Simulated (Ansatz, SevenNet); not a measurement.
For rock-salt MgO, the machine-learned potential SevenNet-l3i5 (trained on PBE and PBE+U data) gives:

```
Quantity                      Value
-------------------------  --------
lattice parameter a         4.255 Å
elastic constant C11        241 GPa
elastic constant C44        116 GPa
polycrystal shear modulus  99.6 GPa
```

Problem. What does PBE0 (plane waves, PAW; Ansatz, a first-principles code) give for the same quantities?

Solution. 
- lattice constant a: 4.202 Å (drops by 1.2 %)
- elastic constant C11: 306 GPa (goes up by 27 %)
- elastic constant C44: 156 GPa (goes up by 34 %)
- Voigt–Reuss–Hill shear modulus: 132 GPa (goes up by 33 %)

For comparison: lattice constant a 4.189 Å (measured, static lattice: zero-point anharmonic expansion removed; as tabulated in Mejia-Rodriguez and Trickey (2018), arXiv:1807.09216); elastic constant C11 306 GPa (measured, temperature not stated, no zero-point or thermal correction, sources range from 298 to 306; as tabulated in Råsander and Moram (2015), arXiv:1505.02379); elastic constant C44 157 GPa (measured, temperature not stated, not corrected to a static lattice; as tabulated in Råsander and Moram (2015), arXiv:1505.02379).

Changes are worked out from the printed values.

Unless a cell is named, each level is at its own relaxed cell (SevenNet-l3i5 9.63, PBE0 9.28 Å³/atom).

Ansatz's density-functional and Hartree–Fock values are scalar-relativistic unless marked +SOC, with PAW data made under PBE.
